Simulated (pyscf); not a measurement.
## Addition: HB=NH + H• → [HB–NH₂]•

Gas phase, doublet surface, charge 0. Bonds broken: none. Bonds formed: N2–H5. PySCF, gas phase, ωB97X-D3(BJ)/def2-SVP geometries. Correlated levels are frozen-core, on RHF or UHF. ΔMP2 is the change of the MP2 total energy from the triple- to the quadruple-zeta basis.

Transition state (Å):

```xyz
5

B      0.3516     0.7689     0.3569
N     -0.0979     0.2556    -0.7142
H      0.9926     1.1886     1.2606
H     -0.9065     0.0215    -1.2621
H      0.9008    -0.3450    -1.8084
```

One imaginary mode, 1345i cm⁻¹; descent along it reached the two sides named.

| bond | change | reactant side (Å) | saddle | product side |
|---|---|---|---|---|
| N2–H5 | forms | 3.7 | 1.599 | 1.017 |

Electronic energies relative to the separated reactants (kcal/mol):

```json
[
 {"level": "ωB97X-D3(BJ)/def2-TZVP", "barrier": "9.8", "reaction energy": "-36.6", "reverse barrier": "46.5"},
 {"level": "PBE/def2-TZVP", "barrier": "3.3", "reaction energy": "-36.4", "reverse barrier": "39.6"},
 {"level": "r²SCAN/def2-TZVP", "barrier": "1.9", "reaction energy": "-40.6", "reverse barrier": "42.5"},
 {"level": "B3LYP-D3(BJ)/def2-TZVP", "barrier": "4.3", "reaction energy": "-37.3", "reverse barrier": "41.6"},
 {"level": "PBE0-D3(BJ)/def2-TZVP", "barrier": "5.7", "reaction energy": "-39.5", "reverse barrier": "45.1"},
 {"level": "M06-2X/def2-TZVP", "barrier": "9.1", "reaction energy": "-37.3", "reverse barrier": "46.5"},
 {"level": "ωB97M-D3(BJ)/def2-TZVP", "barrier": "9.3", "reaction energy": "-34.5", "reverse barrier": "43.8"},
 {"level": "HF/def2-TZVP", "barrier": "18.5", "reaction energy": "-36.8", "reverse barrier": "55.3"},
 {"level": "MP2/def2-QZVPP", "barrier": "13.9", "reaction energy": "-31.8", "reverse barrier": "45.7"},
 {"level": "CCSD/def2-TZVPP", "barrier": "10.4", "reaction energy": "-37.5", "reverse barrier": "47.9"},
 {"level": "CCSD(T)/def2-TZVPP", "barrier": "9.8", "reaction energy": "-35.7", "reverse barrier": "45.5"},
 {"level": "CCSD(T)/def2-TZVPP + ΔMP2(QZVPP)", "barrier": "9.5", "reaction energy": "-35.6", "reverse barrier": "45.0"}
]
```

With CCSD(T)/def2-TZVPP + ΔMP2(QZVPP) energies and thermal terms (ideal gas, 1 atm, RRHO with modes under 100 cm⁻¹ raised to 100, one conformer, R ln 2 for rigid chiral ones), in kcal/mol:

| T (K) | ΔH‡ | ΔG‡ | ΔH | ΔG |
|---|---|---|---|---|
| 298 | 9.1 | 15.0 | -30.1 | -23.9 |
| 600 | 8.3 | 21.3 | -31.3 | -17.2 |
| 900 | 7.6 | 27.9 | -32.2 | -9.9 |
| 1200 | 7.0 | 34.7 | -32.8 | -2.4 |

One saddle was located; it need not be the lowest between these sides. The CCSD(T) − MP2 part came from Ansatz, without density fitting, on the same reference.
